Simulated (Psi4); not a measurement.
# BSiH5 (boranylsilane): MP2/def2-TZVP

Aim: the energy change on altering one bond length of BSiH5 (boranylsilane) at MP2/def2-TZVP, from 2 runs. 

The calculation is run with Psi4 1.11.

**1. The system as given**

The species is BSiH5 (7 atoms), meant as a singlet with charge 0. SMILES: `B[SiH3]`. The coordinates come from a PBE0-D4/def2-TZVP relaxation.

Bond lengths: B1–Si2 2.010 Å, B1–H3 1.196 Å, B1–H4 1.195 Å, Si2–H5 1.492 Å, Si2–H6 1.492 Å, Si2–H7 1.487 Å. Angles: B1–Si2–H5 108.8°, B1–Si2–H6 108.8°, B1–Si2–H7 115.1°, Si2–B1–H3 118.9°, Si2–B1–H4 123.6°, H5–Si2–H6 107.3°, H5–Si2–H7 108.3°, H6–Si2–H7 108.3°, H3–B1–H4 117.5°.

**2. The energy at MP2/def2-TZVP**

Input file job.json:

```json
{
 "schema_name": "qcschema_input",
 "schema_version": 1,
 "molecule": {
  "schema_name": "qcschema_molecule",
  "schema_version": 2,
  "symbols": ["B", "Si", "H", "H", "H", "H", "H"],
  "geometry": [-0.08163617, -2.24688436, 0.38607105, 0.1683746, 1.48400193, -0.28062433, -2.12783162, -3.19477099, 0.54820955, 1.71284776, -3.59520395, 0.63381414, -1.16407129, 2.06622654, -2.69701713, -1.17843321, 2.86614761, 1.77558667, 2.78640117, 2.49217081, -0.45258941],
  "molecular_charge": 0,
  "molecular_multiplicity": 1,
  "fix_symmetry": "c1"
 },
 "driver": "energy",
 "model": {
  "method": "mp2",
  "basis": "def2-TZVP"
 },
 "keywords": {
  "puream": true,
  "e_convergence": 1e-09,
  "d_convergence": 1e-08,
  "scf_type": "pk",
  "num_frozen_docc": 6,
  "mp2_type": "conv"
 }
}
```

Run with:

```sh
$ psi4 --qcschema job.json -n 1 --memory 2200MB
```

stdout:

```text
[...]
  Running in c1 symmetry.
[...]
  Nuclear repulsion =   47.564448940982651
[...]
  Multiplicity = 1
[...]
  Nalpha       = 12
  Nbeta        = 12
[...]
    Number of basis functions: 98
[...]
   @RHF iter   1:  -316.45356234838073   -8.01677e-01   2.19477e-03 DIIS/ADIIS
[...]
   @RHF iter  10:  -316.50068584352346   -2.67164e-12   2.89291e-09 DIIS
[...]
    Orbital Energies [Eh]
    ---------------------
    Doubly Occupied:
       1A    -68.757312     2A     -7.616514     3A     -6.109566
       4A     -4.215797     5A     -4.215642     6A     -4.215384
       7A     -0.748073     8A     -0.654228     9A     -0.514262
      10A     -0.478726    11A     -0.466553    12A     -0.419309
[...]
  @RHF Final Energy:  -316.50068584352346
   => Energetics <=
    Nuclear Repulsion Energy =             47.5644489409826505
    One-Electron Energy =                -531.3075382950437415
    Two-Electron Energy =                 167.2424035105376561
    Total Energy =                       -316.5006858435234562
[...]
 Multipole Moments:
 ------------------------------------------------------------------------------------
     Multipole            Electronic (a.u.)      Nuclear  (a.u.)        Total (a.u.)
 ------------------------------------------------------------------------------------
 L = 1.  Multiply by 2.5417464519 to convert [e a0] to [Debye]
 Dipole X            :          0.1449608           -0.1158999            0.0290609
 Dipole Y            :         -0.8688730            0.6794414           -0.1894317
 Dipole Z            :          0.1561082           -0.1220477            0.0340605
 Magnitude           :                                                    0.1946510
[...]
	SCS-MP2 Total Energy (a.u.)        :  -316.73796880769635
	SOS-MP2 Total Energy (a.u.)        :  -316.72829393423126
	SCSN-MP2 Total Energy (a.u.)       :  -316.55176917541894
[...]
	SOS-PI-MP2 Total Energy (a.u.)     :  -316.76622861601589
[...]
	MP2 Total Energy (a.u.)            :  -316.71938387284177
[...]
```

The result, in JSON:

```text
{
 "driver": "energy",
 "model": {
  "method": "mp2",
  "basis": "def2-TZVP"
 },
 "success": true,
 "return_result": -316.7193838728418,
 "properties": {
  "calcinfo_nbasis": 98,
  "calcinfo_nmo": 98,
  "calcinfo_nalpha": 12,
  "calcinfo_nbeta": 12,
  "calcinfo_natom": 7,
  "nuclear_repulsion_energy": 47.56444894098265,
  "return_energy": -316.7193838728418,
  "scf_one_electron_energy": -531.3075382950437,
  "scf_two_electron_energy": 167.24240351053766,
  "scf_dipole_moment": [0.029060912186752108, -0.1894316728906862, 0.034060487070646045],
  "scf_total_energy": -316.50068584352346,
  "scf_iterations": 10,
  "mp2_same_spin_correlation_energy": -0.029024620395186836,
  "mp2_opposite_spin_correlation_energy": -0.18967340892315918,
  "mp2_singles_energy": 0.0,
  "mp2_doubles_energy": -0.218698029318346,
  "mp2_correlation_energy": -0.21869802931831828,
  "mp2_total_energy": -316.7193838728418
 }
}
```

It took 3.9 s on 1 thread of AMD EPYC 9B45 (Zen 5), shared host; peak memory 0.56 GiB.

**3. The distorted shape, same level**

Input file input.in:

```
memory 2.2 GB

molecule mol {
  B     -0.251045    -1.269038     0.217952
  Si    -0.118745     0.705262    -0.134848
  H     -1.333845    -1.770638     0.303752
  H      0.698555    -1.982538     0.349052
  H     -0.823845     1.013362    -1.413548
  H     -0.831445     1.436662     0.953252
  H      1.474500     1.318800    -0.239500
  symmetry c1
}

set {
  basis           def2-TZVP
  puream          true
  e_convergence   1e-09
  d_convergence   1e-08
  scf_type        pk
  num_frozen_docc 6
  mp2_type        conv
}

E, wfn = energy("mp2", return_wfn=True)
```

Run with:

```sh
$ psi4 input.in input.out -n 1
```

input.out:

```text
[...]
  Running in c1 symmetry.
[...]
  Nuclear repulsion =   46.820991826101640
[...]
  Multiplicity = 1
[...]
  Nalpha       = 12
  Nbeta        = 12
[...]
    Number of basis functions: 98
[...]
   @RHF iter   1:  -316.43937020894282   -8.62112e-01   2.17106e-03 ADIIS/DIIS
[...]
   @RHF iter  10:  -316.48684829324020   -2.16005e-12   2.61810e-09 DIIS
[...]
    Orbital Energies [Eh]
    ---------------------
    Doubly Occupied:
       1A    -68.775496     2A     -7.620782     3A     -6.124163
       4A     -4.230638     5A     -4.230393     6A     -4.229701
       7A     -0.745652     8A     -0.650562     9A     -0.512247
      10A     -0.483368    11A     -0.443953    12A     -0.420161
[...]
  @RHF Final Energy:  -316.48684829324020
   => Energetics <=
    Nuclear Repulsion Energy =             46.8209918261016398
    One-Electron Energy =                -529.6814491368403424
    Two-Electron Energy =                 166.3736090174984952
    Total Energy =                       -316.4868482932402003
[...]
 Multipole Moments:
 ------------------------------------------------------------------------------------
     Multipole            Electronic (a.u.)      Nuclear  (a.u.)        Total (a.u.)
 ------------------------------------------------------------------------------------
 L = 1.  Multiply by 2.5417464519 to convert [e a0] to [Debye]
 Dipole X            :         -0.1860020            0.0610800           -0.1249220
 Dipole Y            :         -1.0108838            0.7475937           -0.2632901
 Dipole Z            :          0.1804466           -0.1336723            0.0467742
 Magnitude           :                                                    0.2951526
[...]
	SCS-MP2 Total Energy (a.u.)        :  -316.72467668528844
	SOS-MP2 Total Energy (a.u.)        :  -316.71503990283389
	SCSN-MP2 Total Energy (a.u.)       :  -316.53773050460040
[...]
	SOS-PI-MP2 Total Energy (a.u.)     :  -316.75307183776619
[...]
	MP2 Total Energy (a.u.)            :  -316.70591831526536
[...]
```

Wall time 3.9 s (1 thread of AMD EPYC 9B45 (Zen 5), shared host); peak memory 0.55 GiB.

**4. What came out**

Level: MP2/def2-TZVP, 6 core orbitals frozen.

```
                                                          quantity          value
                                         first shape: total energy  -316.71938 Eh
                  first shape: HOMO energy (Hartree–Fock orbitals)      -11.41 eV
                  first shape: LUMO energy (Hartree–Fock orbitals)        1.06 eV
                first shape: HOMO–LUMO gap (Hartree–Fock orbitals)       12.47 eV
          first shape: correlation energy (6 core orbitals frozen)     -218.7 mEh
                                     distorted shape: total energy  -316.70592 Eh
              distorted shape: HOMO energy (Hartree–Fock orbitals)      -11.43 eV
              distorted shape: LUMO energy (Hartree–Fock orbitals)        0.99 eV
            distorted shape: HOMO–LUMO gap (Hartree–Fock orbitals)       12.42 eV
      distorted shape: correlation energy (6 core orbitals frozen)     -219.1 mEh
energy change with the Si2–H7 bond stretched from 1.487 to 1.711 Å       0.366 eV
```

With the Si2–H7 bond stretched from 1.487 to 1.711 Å the energy rises by 0.37 eV (8.4 kcal/mol). The first shape isn't relaxed at this level, so the change isn't measured from a minimum.
